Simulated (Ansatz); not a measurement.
Molecule: C2H4Cl (charge 0, doublet). SMILES: ClC[CH2]
Geometry from a B3LYP-D3(BJ)/def2-TZVP (Ansatz, a quantum-chemistry and plane-wave program) optimisation:
```
C
H 1 1.0854
H 1 1.0854 2 110.78
C 1 1.4545 2 113.91 3 -129.98
H 4 1.0807 1 120.31 2 -31.97
H 4 1.0807 5 118.26 1 167.92
Cl 1 1.8760 2 103.74 3 110.75
```
Charge 0, spin multiplicity 2.

Wanted: atomisation energy, in kcal/mol. Set-up: six Cartesian d functions in 6-31G* and its kin unless marked 5d; UHF or UKS for open shells; non-relativistic; atomisation electronic, to ground-state atoms; no dispersion term unless named; frozen cores in correlated levels; no spin-orbit coupling. Basis-set limits of correlation are two-point, X^-3; Hartree-Fock from the larger set. [CCSD(T)-MP2]/basis is that difference in the basis named. Ab initio and DFT rows: single points at B3LYP-D3(BJ) geometries (Ansatz).

| species | coefficient | E at HF/6-31G* (Ansatz), Eh | E at wB97M-V/def2-TZVPD (Ansatz), Eh |
|---|---|---|---|
| [CH2]CCl | -1 | -537.49858 | -538.72616 |
| C atom | +2 | -37.68086 | -37.84643 |
| Cl atom | +1 | -459.44796 | -460.12609 |
| H atom | +4 | -0.49823 | -0.49411 |

Coupled cluster (Ansatz) is a level with limits of its own, used here on species with T1 under 0.025 (0.045 for open shells) and stable references: RI-MP2/CBS(cc-pV(T+d)Z,cc-pV(Q+d)Z)+[CCSD(T)-MP2]/cc-pV(T+d)Z. Value to compare with, RI-MP2/CBS(cc-pV(T+d)Z,cc-pV(Q+d)Z)+[CCSD(T)-MP2]/cc-pV(T+d)Z (Ansatz): 582.2 kcal/mol. 1 Eh = 627.5095 kcal/mol.

Problem. Compute it at each level from the table, and compare with RI-MP2/CBS(cc-pV(T+d)Z,cc-pV(Q+d)Z)+[CCSD(T)-MP2]/cc-pV(T+d)Z (Ansatz).

Solution. 
- HF/6-31G*: the sum of coefficient times E is 0.69598 Eh, or 436.73 kcal/mol. Result: 436.7 kcal/mol. Its difference against RI-MP2/CBS(cc-pV(T+d)Z,cc-pV(Q+d)Z)+[CCSD(T)-MP2]/cc-pV(T+d)Z (Ansatz) is -145.5 kcal/mol.
- wB97M-V/def2-TZVPD: the sum of coefficient times E is 0.93077 Eh, or 584.07 kcal/mol. Result: 584.1 kcal/mol. Its difference against RI-MP2/CBS(cc-pV(T+d)Z,cc-pV(Q+d)Z)+[CCSD(T)-MP2]/cc-pV(T+d)Z (Ansatz) is 1.9 kcal/mol.
